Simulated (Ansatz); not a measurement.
```yaml
crystal:
  periodic: [false, false, false]
  atoms:
    - {symbol: V, position_ang: [0.000000, 0.000000, -0.459824]}
    - {symbol: N, position_ang: [0.000000, 1.728000, 0.836176]}
    - {symbol: N, position_ang: [0.000000, -1.728000, 0.836176]}
basis:
  gaussian: {orbitals: def2-TZVP}
magnetization: {spin_polarized: true, initial_magnetization: 1}
hamiltonian: {xc: pbe0}
relax: {f_tol: 0.004, max_steps: 80}
```

```sh
$ ansatz run in.yaml --threads 1 --pin off --events-out ev --progress --plain --max-ram 2176MiB
```

Steps of the relaxation (energy above the last step; positions in Å, forces in eV/Å):

```
3
step 1, 3259.6 meV
V     0.000    0.000   -0.460    0.000    0.000    3.509
N     0.000    1.728    0.836    0.000   -2.164   -1.754
N     0.000   -1.728    0.836    0.000    2.164   -1.754
```

```
3
step 2, 1715.3 meV
V     0.000    0.000   -0.291    0.000    0.000    3.179
N     0.000    1.588    0.752    0.000   -2.659   -1.589
N     0.000   -1.588    0.752    0.000    2.659   -1.589
```

```
3
step 3, 1058.2 meV
V     0.000    0.000   -0.287    0.000    0.000    3.464
N     0.000    1.469    0.750    0.000   -2.716   -1.732
N     0.000   -1.469    0.750    0.000    2.716   -1.732
```

```
3
step 4, 576.0 meV
V     0.000    0.000   -0.289    0.000    0.000    3.650
N     0.000    1.378    0.751    0.000   -2.619   -1.825
N     0.000   -1.378    0.751    0.000    2.619   -1.825
```

```
3
step 5, 1583.1 meV
V     0.000    0.000   -0.116    0.000    0.000  -13.214
N     0.000    1.206    0.664    0.000    8.295    6.607
N     0.000   -1.206    0.664    0.000   -8.295    6.607
```

```
3
step 9, 0.0 meV
V     0.000    0.000   -0.265    0.000    0.000    0.004
N     0.000    1.233    0.739    0.000   -0.004   -0.002
N     0.000   -1.233    0.739    0.000    0.004   -0.002
```

Close pairs at the end: V1–N3 1.589 Å, V1–N2 1.589 Å.

A stationary point of unrestricted PBE0 after 9 steps, with ⟨S²⟩ = 0.918 against 0.75 for a pure state; no frequencies were run, so it isn't proven a minimum. 3.3 min on 1 thread of Arm Neoverse V2, shared host.
